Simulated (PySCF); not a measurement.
A made-up structure of AlHSO, closed shell:

O1  (0.949, -0.804, 0.442)
Al2  (-0.086, 0.387, -0.222)
S3  (-0.746, -1.329, 0.795)
H4  (1.895, -0.756, 0.654)
(Å)

It is relaxed with PBE-D4/def2-SVP and then PBE0-D4/def2-TZVP (PySCF 2.14 with density fitting (its default auxiliary sets; JK sets also for MP2 and CCSD(T))). Atoms count as bonded within 1.22 times the sum of their covalent radii (H–H: 0.88 Å). The end point is not checked to be a true minimum.

Problem. Does its bonding change? (Judge from chemistry; the calculation decides.)

Solution. By the calculation: No: no bond forms or breaks.

Where it ends: The first stage lowers the energy by 1.35 eV in 15 steps. It ends as AlHSO ([OH]1[Al][S]1):
```
4
angstrom
O 0.9811 -0.9969 0.0997
Al -0.2323 0.6332 -0.1906
S -0.4745 -1.2521 1.0797
H 1.7246 -0.8932 0.7062
```

Labels in which every atom is bracketed show which atoms are joined, not bond orders.

For scale, one of the runs: PBE0-D4/def2-TZVP relaxation, 111 basis functions, launched by `OMP_NUM_THREADS=2 python run.py`. Hardware: 2 CPU threads of an INTEL XEON PLATINUM 8581C, shared host. Wall time 48 s; peak host memory 1.1 GiB.
